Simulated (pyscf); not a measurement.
**Addition across a multiple bond or ene-type step: acetylene (HC≡CH) + methane (CH₄) -> propene (H₂C=CH–CH₃)**

Gas phase, singlet surface, charge 0. Bonds broken: C5–H6. Bonds formed: C1–C5, C2–H6. PySCF, gas phase, ωB97X-D3(BJ)/def2-SVP geometries. Correlated levels are frozen-core, on RHF or UHF. ΔMP2 is the change of the MP2 total energy from the triple- to the quadruple-zeta basis.

Transition state (Å):

```xyz
9

C     -1.0815    -0.3899     0.3824
C     -2.3594    -0.0048     0.4735
H     -0.5485    -1.2652     0.7645
H     -2.5771     0.9259    -0.0848
C      0.0517     0.2706    -0.9617
H     -0.3073     0.5253     0.3195
H     -0.4004     1.1610    -1.4177
H     -0.0696    -0.6038    -1.6065
H      1.1179     0.4167    -0.7266
```

One imaginary mode, 1279i cm⁻¹; descent along it reached the two sides named.

```
bond   change  reactant side (Å)  saddle  product side
-----  ------  -----------------  ------  ------------
C5–H6  breaks              1.099   1.355           3.5
C1–C5   forms                3.9   1.878         1.505
C2–H6   forms                3.3   2.125         1.091
```

Electronic energies relative to the separated reactants (kcal/mol):

```json
[
 {"level": "ωB97X-D3(BJ)/def2-TZVP", "barrier": "79.0", "reaction energy": "-40.1", "reverse barrier": "119.0"},
 {"level": "PBE/def2-TZVP", "barrier": "70.3", "reaction energy": "-39.3", "reverse barrier": "109.5"},
 {"level": "r²SCAN/def2-TZVP", "barrier": "72.9", "reaction energy": "-39.6", "reverse barrier": "112.5"},
 {"level": "B3LYP-D3(BJ)/def2-TZVP", "barrier": "77.6", "reaction energy": "-37.5", "reverse barrier": "115.1"},
 {"level": "PBE0-D3(BJ)/def2-TZVP", "barrier": "73.1", "reaction energy": "-42.8", "reverse barrier": "116.0"},
 {"level": "M06-2X/def2-TZVP", "barrier": "80.8", "reaction energy": "-36.9", "reverse barrier": "117.7"},
 {"level": "ωB97M-D3(BJ)/def2-TZVP", "barrier": "79.2", "reaction energy": "-37.4", "reverse barrier": "116.6"},
 {"level": "HF/def2-TZVP", "barrier": "92.7", "reaction energy": "-33.9", "reverse barrier": "126.6"},
 {"level": "MP2/def2-QZVPP", "barrier": "86.1", "reaction energy": "-34.7", "reverse barrier": "120.8"},
 {"level": "CCSD/def2-TZVPP", "barrier": "84.9", "reaction energy": "-35.7", "reverse barrier": "120.6"},
 {"level": "CCSD(T)/def2-TZVPP", "barrier": "82.3", "reaction energy": "-35.6", "reverse barrier": "117.9"},
 {"level": "CCSD(T)/def2-TZVPP + ΔMP2(QZVPP)", "barrier": "82.0", "reaction energy": "-35.7", "reverse barrier": "117.7"}
]
```

With CCSD(T)/def2-TZVPP + ΔMP2(QZVPP) energies and thermal terms (ideal gas, 1 atm, RRHO with modes under 100 cm⁻¹ raised to 100, one conformer, R ln 2 for rigid chiral ones), in kcal/mol:

```
T (K)   ΔH‡    ΔG‡     ΔH     ΔG
-----  ----  -----  -----  -----
298    81.0   88.9  -32.4  -23.8
600    80.8   97.0  -32.9  -14.9
900    81.0  105.1  -32.6   -5.9
1200   81.5  113.1  -31.9   +2.9
```

At the saddle there is also a short C–H contact that neither side keeps. One saddle was located; it need not be the lowest between these sides. The CCSD(T) − MP2 part came from Ansatz, without density fitting, on the same reference.
